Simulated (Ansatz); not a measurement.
Frontier orbitals of `FC1(F)OC1Cl`.

```xyz
7

F    -0.9805    1.4629   -0.2068
C    -0.3497    0.4811    0.4130
F    -0.9120    0.2826    1.5984
O     1.0095    0.4994    0.3817
C     0.3357   -0.5745   -0.3004
Cl    0.4207   -0.5974   -2.0284
H     0.4764   -1.5541    0.1425
```

Charge 0, multiplicity 1. The structure was optimised at the PBE0-D4/def2-TZVP level. Basis def2-TZVPP, Ansatz.

Orbital energies of one run (eV). Highest occupied ones, from the top: -10.40, -11.05, -11.76, -12.50, -14.54, -14.67, -15.44, -15.53, -16.07, -17.50, -18.60, -19.37, -21.31, -22.51. Empty: 1.56, 2.22, 2.49, 3.65, 4.33, 5.04.

(1) Which functional gave them?
A. BHLYP
B. HSE06 (plane-wave form)
C. B3LYP
D. revPBE

## Answers

(1) A. HOMO energies: BHLYP -10.40, revPBE -7.44, HSE06 -8.59, B3LYP -8.77 eV.

B3LYP here is the variant with VWN-RPA as its local correlation; programs differ in this.
